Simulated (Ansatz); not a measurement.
**CHB (triplet): from Hartree-Fock to the top rungs at distance B1–C2 = 2.027 Å, 6-31G**

How much of the correlation energy of CHB (triplet) does each wave-function method recover here?

Program: Ansatz 0.2.0, Gaussian basis. Level of theory: 6-31G, core rule «outside noble gas», up to 2 orbitals frozen. These are calculated values, not measurements.

Plan: UHF; CCSD(T) on ROHF; CCSD(T) on UHF; BCCD(T) on ROHF; CISD; CCSDT(Q) on ROHF; CCSDT(Q) on UHF; CISDTQ; CCSDTQ on ROHF; CCSDTQ on UHF; CASSCF and MRCISD+Q, 4 electrons in 4 orbitals; CASSCF and NEVPT2, 4 electrons in 4 orbitals; CASSCF and MRCISD+Q, 8 electrons in 9 orbitals; CASSCF and NEVPT2, 8 electrons in 9 orbitals; Full CI.

18 further runs of the same task are left out: 15 that didn't finish, 3 set aside as unsound or not needed.

### Step 1. The geometry

The geometry derives from a PBE0/def2-TZVP stationary point (not a proven minimum). One bond is set to the value named and the two fragments are kept rigid.

3 atoms, charge 0, spin multiplicity 3.

Atoms are counted from 1 here; the program's logs count them from 0.

Bond lengths: B1–H3 1.179 Å.

Geometry (Å):

```xyz
3

B     0.0000    0.0000    0.2828
C     0.0000    0.0000   -1.7442
H     0.0000    0.0000    1.4615
```

### Step 2. UHF

File in.yaml:

```yaml
crystal:
  periodic: [false, false, false]
  atoms:
    - {symbol: B, position_ang: [0.000000, 0.000000, 0.282763]}
    - {symbol: C, position_ang: [0.000000, 0.000000, -1.744237]}
    - {symbol: H, position_ang: [0.000000, 0.000000, 1.461475]}
basis:
  gaussian: {orbitals: 6-31G}
magnetization: {spin_polarized: true, initial_magnetization: 2}
hamiltonian: {xc: hf}
output: {orbitals: {seedname: orbitals}}
```

On the command line:

```bash
$ ansatz run in.yaml --threads 1 --pin off --events-out ev --progress --plain --max-ram 2393MiB
```

The runs that follow: CCSD(T) on ROHF; CCSD(T) on UHF; BCCD(T) on ROHF; CISD; CCSDT(Q) on ROHF; CCSDT(Q) on UHF; CISDTQ; CCSDTQ on ROHF; CCSDTQ on UHF; CASSCF and MRCISD+Q, 4 electrons in 4 orbitals; CASSCF and NEVPT2, 4 electrons in 4 orbitals; CASSCF and MRCISD+Q, 8 electrons in 9 orbitals; CASSCF and NEVPT2, 8 electrons in 9 orbitals; Full CI.

Before running them: what should the planned runs give, taken together? Wanted: FCI below the RHF energy; RMP2 from FCI; UMP2 from FCI; RCCSD from FCI; RCCSD(T) from FCI; UCCSD(T) from FCI; RCCSDT(Q) from FCI; UCCSDT(Q) from FCI; NEVPT2 pair from FCI.

The runs gave:

```
                         quantity                                                                                             value
         FCI below the RHF energy                                                                                        -3.9408 eV
                    RMP2 from FCI                                                                                     +139.7 kJ/mol
                    UMP2 from FCI                                                                                     +140.8 kJ/mol
                   RCCSD from FCI                                                                                      +26.2 kJ/mol
                RCCSD(T) from FCI                                                                                       +7.5 kJ/mol
                UCCSD(T) from FCI                                                                                       +7.4 kJ/mol
               RCCSDT(Q) from FCI                                                                                       -0.2 kJ/mol
               UCCSDT(Q) from FCI                                                                                       -1.2 kJ/mol
             NEVPT2 pair from FCI                                                                                     +127.5 kJ/mol
           MRCISD+Q pair from FCI                                                                                       +7.0 kJ/mol
          NEVPT2 valence from FCI                                                                                      +28.5 kJ/mol
levels within 1 kcal/mol (43 meV)  RCCSDT, UCCSDT, CISDTQ, RCCSDT(Q), UCCSDT(Q), RCCSDTQ, UCCSDTQ, MRCISD valence, MRCISD+Q valence
                    T1 diagnostic                                                                                             0.105
   effectively unpaired electrons                                                                                              2.14
```

**Reading.** RCCSD(T) misses by +7.5 kJ/mol, 2.0 % of the correlation energy. UCCSDT(Q) falls below full CI: unrestricted runs freeze a spin-polarised core, another one than full CI's, and coupled cluster isn't variational. The occupations are near whole numbers, but T1 = 0.105 shows that the orbitals relax strongly. Of the multireference levels listed MRCISD+Q valence comes nearest in total energy (+0.6 kJ/mol), which doesn't show that its space is the better one. These misses are within one basis, not against nature; the frozen cores of restricted and unrestricted runs differ, which can shift their rows.
